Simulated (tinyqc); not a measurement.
Worked calculation: G0W0 on RHF in the sto-6g basis, for H2O, spin multiplicity 1. One step of it, computed by the program tinyqc.

Problem. Screening: direct RPA. With D = e_a - e_i and K = (ia|jb): diagonalise D^(1/2) (D + 4K) D^(1/2) = Z w^2 Z^T; X + Y = D^(1/2) Z w^(-1/2), each column of Z with its largest component positive (the first on a tie); E_c = (sum w - tr (D + 2K)) / 2.

orbital energies (hartree): [-20.488045, -1.285194, -0.654541, -0.443966, -0.393765, 0.619445, 0.802446]

Two-electron integrals over orbitals (pq|rs), unique and non-zero (hartree):
```
(11|11) 4.760931    (21|11) -0.425240   (21|21) 0.061553    (22|11) 1.017405
(22|21) -0.013792   (22|22) 0.730835    (31|31) 0.011225    (32|31) 0.017933
(32|32) 0.148403    (33|11) 0.809320    (33|21) -0.004137   (33|22) 0.651589
(33|33) 0.643556    (41|11) 0.181868    (41|21) -0.023067   (41|22) 0.016335
(41|33) 0.005955    (41|41) 0.029732    (42|11) -0.120137   (42|21) 0.009576
(42|22) 0.009637    (42|33) 0.007098    (42|41) 0.020264    (42|42) 0.124367
(43|31) -0.003264   (43|32) 0.018101    (43|43) 0.044328    (44|11) 1.030288
(44|21) -0.013898   (44|22) 0.687854    (44|33) 0.610354    (44|41) -0.012610
(44|42) -0.105121   (44|44) 0.813451    (51|51) 0.026738    (52|51) 0.032297
(52|52) 0.144639    (53|53) 0.029438    (54|51) -0.012887   (54|52) -0.044416
(54|54) 0.056202    (55|11) 1.117074    (55|21) -0.011190   (55|22) 0.749548
(55|33) 0.635741    (55|41) 0.004462    (55|42) -0.061488   (55|44) 0.743304
(55|55) 0.880663    (61|11) -0.270514   (61|21) 0.041821    (61|22) -0.002708
(61|33) -0.000338   (61|41) -0.002903   (61|42) 0.019909    (61|44) -0.019056
(61|55) -0.006337   (61|61) 0.036201    (62|11) 0.330024    (62|21) -0.008323
(62|22) 0.144711    (62|33) 0.075532    (62|41) 0.018638    (62|42) 0.020245
(62|44) 0.102101    (62|55) 0.163804    (62|61) 0.003721    (62|62) 0.103248
(63|31) 0.003004    (63|32) -0.046074   (63|43) -0.026645   (63|63) 0.075193
(64|11) 0.191506    (64|21) -0.000738   (64|22) 0.088043    (64|33) 0.039539
(64|41) 0.004200    (64|42) -0.015978   (64|44) 0.108519    (64|55) 0.101772
(64|61) 0.002069    (64|62) 0.061850    (64|64) 0.057112    (65|51) 0.016993
(65|52) 0.062544    (65|54) -0.003633   (65|65) 0.040172    (66|11) 0.803395
(66|21) -0.007657   (66|22) 0.612914    (66|33) 0.574988    (66|41) 0.022077
(66|42) 0.062386    (66|44) 0.547855    (66|55) 0.587004    (66|61) 0.006455
(66|62) 0.093010    (66|64) 0.042110    (66|66) 0.596190    (71|31) 0.016282
(71|32) 0.024056    (71|43) -0.004959   (71|63) 0.003976    (71|71) 0.023689
(72|31) 0.013840    (72|32) 0.039006    (72|43) -0.031876   (72|63) 0.035826
(72|71) 0.018944    (72|72) 0.060760    (73|11) 0.365820    (73|21) -0.007435
(73|22) 0.139032    (73|33) 0.093516    (73|41) -0.001079   (73|42) -0.070269
(73|44) 0.169064    (73|55) 0.188743    (73|61) -0.006907   (73|62) 0.080341
(73|64) 0.067206    (73|66) 0.036937    (73|73) 0.148695    (74|31) -0.009454
(74|32) -0.074082   (74|43) 0.007305    (74|63) 0.042344    (74|71) -0.013338
(74|72) -0.017097   (74|74) 0.064661    (75|53) 0.023793    (75|75) 0.024660
(76|31) 0.010183    (76|32) 0.104964    (76|43) 0.042977    (76|63) -0.070155
(76|71) 0.013803    (76|72) -0.008441   (76|74) -0.056316   (76|76) 0.121314
(77|11) 0.890422    (77|21) -0.009729   (77|22) 0.630864    (77|33) 0.619063
(77|41) 0.003640    (77|42) -0.014711   (77|44) 0.620963    (77|55) 0.633284
(77|61) -0.006073   (77|62) 0.073019    (77|64) 0.037809    (77|66) 0.568937
(77|73) 0.099263    (77|77) 0.628956
```

Give: D^(1/2) (D + 4K) D^(1/2); excitation energies w; X + Y; RPA correlation energy.

Solution.

D^(1/2) (D + 4K) D^(1/2) (hartree^2), order 1>6, 1>7, 2>6, 2>7, 3>6, 3>7, 4>6, 4>7, 5>6, 5>7:
```
[[448.5826, 0.0000, 0.0944, 0.0000, 0.0000, -0.1532, 0.0392, 0.0000, 0.0000, 0.0000],
 [0.0000, 455.3024, 0.0000, 0.5052, 0.0828, 0.0000, 0.0000, -0.2748, 0.0000, 0.0000],
 [0.0944, 0.0000, 4.4142, 0.0000, 0.0000, 0.5353, 0.3521, 0.0000, 0.0000, 0.0000],
 [0.0000, 0.5052, 0.0000, 4.8656, 0.2337, 0.0000, 0.0000, -0.1103, 0.0000, 0.0000],
 [0.0000, 0.0828, 0.0000, 0.2337, 2.0062, 0.0000, 0.0000, 0.2134, 0.0000, 0.0000],
 [-0.1532, 0.0000, 0.5353, 0.0000, 0.0000, 2.9894, 0.3346, 0.0000, 0.0000, 0.0000],
 [0.0392, 0.0000, 0.3521, 0.0000, 0.0000, 0.3346, 1.3738, 0.0000, 0.0000, 0.0000],
 [0.0000, -0.2748, 0.0000, -0.1103, 0.2134, 0.0000, 0.0000, 1.8759, 0.0000, 0.0000],
 [0.0000, 0.0000, 0.0000, 0.0000, 0.0000, 0.0000, 0.0000, 0.0000, 1.1894, 0.0000],
 [0.0000, 0.0000, 0.0000, 0.0000, 0.0000, 0.0000, 0.0000, 0.0000, 0.0000, 1.5489]]
```

excitation energies w (hartree): [1.0906, 1.1346, 1.2446, 1.3043, 1.4693, 1.6845, 2.1569, 2.2106, 21.1798, 21.3378]

X + Y, order 1>6, 1>7, 2>6, 2>7, 3>6, 3>7, 4>6, 4>7, 5>6, 5>7:
```
[[0.0000, -0.0005, 0.0000, 0.0000, 0.0000, 0.0013, -0.0003, 0.0000, 0.9983, 0.0000],
 [0.0000, 0.0000, 0.0000, 0.0021, 0.0010, 0.0000, 0.0000, -0.0036, 0.0000, 0.9989],
 [0.0000, -0.1062, 0.0000, 0.0000, 0.0000, -0.3665, 0.8788, 0.0000, 0.0001, 0.0000],
 [0.0000, 0.0000, 0.0000, 0.0916, -0.0516, 0.0000, 0.0000, 0.9683, 0.0000, 0.0004],
 [0.0000, 0.0000, 0.0000, -0.6015, 0.7352, 0.0000, 0.0000, 0.0596, 0.0000, 0.0000],
 [0.0000, -0.1897, 0.0000, 0.0000, 0.0000, 0.8647, 0.2696, 0.0000, -0.0001, 0.0000],
 [0.0000, 0.9511, 0.0000, 0.0000, 0.0000, 0.1030, 0.0940, 0.0000, 0.0000, 0.0000],
 [0.0000, 0.0000, 0.0000, 0.7724, 0.5638, 0.0000, 0.0000, -0.0232, 0.0000, -0.0001],
 [0.9639, 0.0000, 0.0000, 0.0000, 0.0000, 0.0000, 0.0000, 0.0000, 0.0000, 0.0000],
 [0.0000, 0.0000, 0.9804, 0.0000, 0.0000, 0.0000, 0.0000, 0.0000, 0.0000, 0.0000]]
```

RPA correlation energy = -0.048080 hartree
